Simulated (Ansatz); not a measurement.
HGe–AsH⁺, triplet: the ladder up to UCCSDT(Q)

Geometry: that of the HGe–AsH, doublet, kept fixed.

| atom | x (Å) | y (Å) | z (Å) |
| --- | --- | --- | --- |
| Ge | 0.0000 | -0.0515 | 1.2523 |
| As | 0.0000 | 0.0490 | -1.2133 |
| H | 0.0000 | 1.5453 | 1.3047 |
| H | 0.0000 | -1.4745 | -1.3648 |

Basis cc-pVDZ; Ansatz 0.2.0. Only valence electrons are correlated (noble-gas cores and the filled d shells of p-block atoms frozen), which leaves 10 electrons in 36 orbitals. R marks a restricted (for open shells ROHF) determinant, U an unrestricted one. Active spaces: valence = (10e, 10o) chosen from the atoms' valence shells. No spin–orbit coupling is included, and no scalar relativity.

Full CI isn't at hand for all of this; UCCSDT(Q) serves as the reference, and is uncertain by about the last step of the cluster series. The frozen core follows each run's orbitals, which can shift R against U totals by a few meV for light atoms and by up to 0.1 eV past Ca.

```
UHF ⟨S²⟩                          : 2.064
T1 diagnostic (RCCSD)             : 0.0379
largest doubles amplitude (RCCSD) : 0.077
T1 diagnostic (UCCSD)             : 0.0324
```

**Question.** From what is known of these methods and the diagnostics, rank them by the size of their error in total energy against UCCSDT(Q) in cc-pVDZ, smallest first (an estimate: the text doesn't fix the numbers).
A. UCCSD(T)
B. UMP2
C. UCCSD
D. UHF
E. UCCSDT

**Answer.** E (0.38 mEh), A (1.98 mEh), C (7.80 mEh), B (47.20 mEh), D (188.60 mEh).

All errors are against UCCSDT(Q) in cc-pVDZ. Within each family the higher level lies nearer, as is usual though not guaranteed.

Natural occupations of CASSCF (valence space) about the gap: 1.988 1.973 1.963 1.925 1.012 0.985 0.047 0.046 0.031 0.029; effectively unpaired electrons, Σ n²(2−n)², 2.05.
